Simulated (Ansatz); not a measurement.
## Ansatz (development build ahead of 0.2.0) run

```yaml
crystal:
  periodic: [false, false, false]
  atoms:
    - { symbol: C, position_ang: [0.0, 0.4471, -0.30013] }
    - { symbol: H, position_ang: [0.0, 1.37379, 0.18117] }
    - { symbol: O, position_ang: [0.0, -0.50705, 0.20245] }
basis:
  gaussian: { orbitals: cc-pVTZ }
magnetization:
  spin_polarized: true
  initial_magnetization: 1
hamiltonian:
  xc: hf
correlation:
  method: mp2
  frozen_orbitals: { C: 1, H: 0, O: 1 }
```

The input is written out in the form of the current development build from the run's settings.

The run gave:

* Converged: yes
* Reference energy: -113.27723 hartree
* Correlation energy: -0.35519 hartree
* Total energy: -113.63242 hartree
* Spin squared of the determinant: 0.761
